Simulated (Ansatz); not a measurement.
Born–Oppenheimer molecular dynamics of C2N (3 atoms, charge -1, multiplicity 1). It starts from a relaxed structure.

All numbers below come from RKS r2SCAN/def2-SVP (Ansatz).

* ensemble: NVE (velocity Verlet)
* time step: 2 fs
* steps asked: 150
* starting velocities drawn for: 300 K
* seed: 437975

First frame:

```xyz
3
Properties=species:S:1:pos:R:3
C -0.390 0.330 -0.648
C -0.370 -0.267 0.687
N 0.761 -0.063 -0.040
```

Question: How far do the bonds stretch over the last three quarters of this one trajectory? (Pairs bonded in most of those frames.)

Answer: 
| bond | mean (Å) | spread (Å) | shortest | longest |
| --- | --- | --- | --- | --- |
| C1–C2 | 1.464 | 0.026 | 1.42 | 1.50 |
| C1–N3 | 1.360 | 0.012 | 1.34 | 1.39 |
| C2–N3 | 1.362 | 0.018 | 1.33 | 1.39 |

Mean temperature of the second half: 150 K. The conserved energy stayed within 0.55 meV per atom of its start (net change 0.063 meV per atom), so the integration is sound. The temperature averaged 0.50 of the 300 K drawn at the start: a run that starts near a minimum puts about half its kinetic energy into the potential. A run of 0.3 ps of so small a system gives no equilibrium averages. Limits of this set-up: an anion without diffuse functions, the dipole of an ion depends on the origin.

Time of the run: 2.4 min on 1 thread of Intel(R) Xeon(R) Platinum 8259CL CPU @ 2.50GHz (Skylake/Cascade Lake) (shared host), peak memory 0.17 GiB.
